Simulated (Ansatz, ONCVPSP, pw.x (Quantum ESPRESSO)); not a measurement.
# Equation-of-state test of one ONCV potential (nickel (Ni))

ONCVPSP 4.0.1.1 (patched build) input, shortened (lines: element, Z, core and valence counts, functional; n l f; lmax; l rc ep ncon nbas qcut; lloc lpopt rc5 dvloc0; l nproj debl; icmod fcfact rcfact), PBE, scalar-relativistic:

```
  Ni 28.00    5    2        4      upf
    1    0    2.00
    2    0    2.00
    2    1    6.00
    3    0    2.00
    3    1    6.00
    3    2    8.00
    4    0    0.50
    2
    0    1.95    0.00    4    7    3.10
    1    2.00    0.03    4    9    4.60
    2    1.65    0.00    4    9    8.30
    4    5    1.30    4.00
    0    2    3.20
    1    2    1.70
    2    2    0.70
    3    2.50    1.55
```

In the p channel the program set the typed energies aside and used 0.050, 1.750 Ha. In the d channel the program set the typed energies aside and used -0.845, 0.250 Ha.

Crystal test: fcc Ni in pw.x 7.5, no spin, 16³ k-points, Fermi–Dirac smearing 0.01 Ry, cutoffs 120/480 Ry. The reference is all-electron LAPW (Ansatz 0.2.0) with the same functional, mesh and smearing; V0 and B0 come from Birch–Murnaghan fits to the pressures at five volumes. Errors are pseudo minus all-electron; Δ is the rms difference of the E(V) curves that follow from these fits, minima aligned, over ±6 % about the mean V0. Mesh and smearing are coarse, so the numbers serve the comparison and aren't converged zero-temperature values; the lattice is a test structure that the element need not adopt. Spin polarisation and strong correlation are left out, which matters for this element.

```json
{"V (Å³/atom)": "10.360", "P all-electron (GPa)": "10.94", "P pseudo (GPa)": "1.77"}
{"V (Å³/atom)": "10.632", "P all-electron (GPa)": "4.80", "P pseudo (GPa)": "-3.65"}
{"V (Å³/atom)": "10.905", "P all-electron (GPa)": "-0.50", "P pseudo (GPa)": "-8.33"}
{"V (Å³/atom)": "11.178", "P all-electron (GPa)": "-5.07", "P pseudo (GPa)": "-12.37"}
{"V (Å³/atom)": "11.450", "P all-electron (GPa)": "-9.00", "P pseudo (GPa)": "-15.82"}
```

All-electron: a0 = 3.517 Å (V0 = 10.88 Å³/atom), B0 = 198.9 GPa.

Pseudopotential: mean pressure error (GPa): -7.91; a0 (Å): 3.470; a0 error (%): -1.34; B0 error (%): +7.5; Δ (meV/atom): 19.6. This is a poor potential for the solid.

Problem. At the middle volume, how do free energy and pressure move when the wave cutoff is lowered (ecutrho kept at four times it)?

Solution.

```csv
cutoff (Ry),shift of F (meV/atom),shift of P (GPa)
54,+2034.7,-245.77
72,+16.1,-0.47
96,+6.1,+0.27
```

The run at the middle volume (145 k-points, 10 iterations) took about 53 s on one core of a shared host (Neoverse-V1, 32 threads, 247 GiB, load 24).
